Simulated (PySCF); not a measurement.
Acid–base and redox partners of OC=O. Isolated molecules, 0 K electronic values unless said otherwise. One relaxed conformer stands for each flexible species; it need not be the lowest. Strings in code marks are SMILES.

The brightest of the four lowest singlets (TDA) from two functionals at the same geometries (PBE0-D4/def2-TZVP), both in PySCF: PBE-D3(BJ)/def2-TZVP and B3LYP-D3(BJ)/def2-TZVP. B3LYP has the VWN-RPA correlation part, as in Gaussian. Excitations are Tamm–Dancoff values on a coarser integration grid. The basis has no diffuse functions, so Rydberg states are missing or too high.

| species | PBE-D3(BJ)/def2-TZVP (eV) |
|---|---|
| neutral parent (`OC=O` (O–C–O–H torsion 0°)) | 8.58 |
| proton added at O1 (`O/C=[O+]\[H]` (H–O–C–O torsion 0°)) | 9.32 |
| proton added at O3 (`C([OH2+])=O` (not the most basic site; O–C–O–H torsion 12°)) | 9.01 |

Q: What does B3LYP-D3(BJ)/def2-TZVP give for each?

A: 
- neutral parent (`OC=O` (O–C–O–H torsion 0°)): 9.07
- proton added at O1 (`O/C=[O+]\[H]` (H–O–C–O torsion 0°)): 9.47
- proton added at O3 (`C([OH2+])=O` (not the most basic site; O–C–O–H torsion 12°)): 9.72
Over these rows, drawn at random from the members with no instability flagged (it was tested for open shells, ions and some series alone), PBE minus B3LYP-D3(BJ): mean -0.45 eV, from -0.71 eV to -0.15 eV.
